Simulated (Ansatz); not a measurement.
**AlH3OSi: how energies converge with the basis set**

An exercise on one series of results from a longer session: the logs are not shown, and one member is left open.

Method: one geometry, several basis sets; program: Ansatz 0.2.0, Gaussian basis.

Plan: PBE0-D4/def2-SVP; ωB97M-V/def2-SVP; PBE0-D4/def2-QZVPP; ωB97M-V/def2-QZVPP; the functionals' def2-TZVPP values are taken from earlier runs.

1 further run of the same task is left out (it didn't finish).

### Structure used throughout

The geometry comes from an earlier relaxation with PBE0-D4 in a triple-zeta def2 set; it is a stationary point.

SMILES `[O]1[AlH][SiH2]1`, 6 atoms, charge 0, spin multiplicity 1.

Atoms are counted from 1 here; the program's logs count them from 0.

Bond lengths: O1–Al2 1.740 Å, O1–Si3 1.688 Å, Al2–Si3 2.271 Å, Al2–H4 1.578 Å, Si3–H5 1.489 Å, Si3–H6 1.489 Å. Angles: Al2–O1–Si3 83.0°, O1–Al2–Si3 47.5°, O1–Al2–H4 129.8°, Si3–Al2–H4 177.4°, O1–Si3–Al2 49.5°, O1–Si3–H5 114.4°, O1–Si3–H6 114.4°, Al2–Si3–H5 126.3°, Al2–Si3–H6 126.3°, H5–Si3–H6 107.3°.

The first run:

File in.yaml:

```yaml
crystal:
  periodic: [false, false, false]
  atoms:
    - {symbol: O, position_ang: [-0.821845, -0.701996, -0.180753]}
    - {symbol: Al, position_ang: [0.806119, -1.092360, 0.292078]}
    - {symbol: Si, position_ang: [-0.233507, 0.879970, -0.140894]}
    - {symbol: H, position_ang: [1.466263, -2.496163, 0.578603]}
    - {symbol: H, position_ang: [-0.273177, 1.585492, -1.451876]}
    - {symbol: H, position_ang: [-0.901654, 1.761057, 0.856743]}
basis:
  gaussian: {orbitals: def2-SVP}
hamiltonian: {xc: pbe0, dispersion: d4}
output: {orbitals: {seedname: orbitals}}
```

Command:

```
$ ansatz run in.yaml --threads 2 --pin off --events-out ev --progress --plain --max-ram 4352MiB
```

Steps of the session up to this table: PBE0-D4 in def2-SVP; ωB97M-V in def2-SVP; PBE0-D4 in def2-QZVPP; ωB97M-V in def2-QZVPP.

One table of the session follows, with a row left open; its other results are not shown here.

It belongs to the step «Density functionals: the series». 

```
functional       basis  HOMO (eV)  LUMO (eV)
   PBE0-D4    def2-SVP      -6.33      -1.39
   PBE0-D4  def2-TZVPP          ?          ?
   PBE0-D4  def2-QZVPP      -6.35      -1.56
   ωB97M-V    def2-SVP      -8.27       0.38
   ωB97M-V  def2-TZVPP      -8.30       0.17
   ωB97M-V  def2-QZVPP      -8.33      -0.03
```

**Question.** Estimate the row for PBE0-D4, def2-TZVPP.

**Answer.** HOMO (eV): -6.33; LUMO (eV): -1.51.
